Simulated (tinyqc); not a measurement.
Worked calculation: G0W0 on RHF in the sto-3g basis, for OH-, spin multiplicity 1. The basis has no diffuse functions, so it cannot describe the extra electron: this is an exercise in the method, not the real anion. One step of it, computed by the program tinyqc.

Question. Orthogonalisation. S = U s U^T; symmetric (Loewdin) form X = U s^(-1/2) U^T, so that X^T S X = 1.

overlap S, lower triangle:
```
           1O 1s     1O 2s    1O 2px    1O 2py    1O 2pz     2H 1s
1O 1s   1.000000
1O 2s   0.236704  1.000000
1O 2px  0.000000  0.000000  1.000000
1O 2py  0.000000  0.000000  0.000000  1.000000
1O 2pz  0.000000  0.000000  0.000000  0.000000  1.000000
2H 1s   0.044632  0.423960  0.000000  0.000000  0.364542  1.000000
```

Give: eigenvalues of S; X.

Answer.

eigenvalues of S: 0.423  0.840  1.000  1.000  1.133  1.604

X, lower triangle:
```
         1O 1s   1O 2s  1O 2px  1O 2py  1O 2pz  2H 1s
1O 1s    1.023
1O 2s   -0.132   1.114
1O 2px   0.000   0.000   1.000
1O 2py   0.000   0.000   0.000   1.000
1O 2pz  -0.008   0.078   0.000   0.000   1.065
2H 1s    0.022  -0.273   0.000   0.000  -0.230  1.155
```
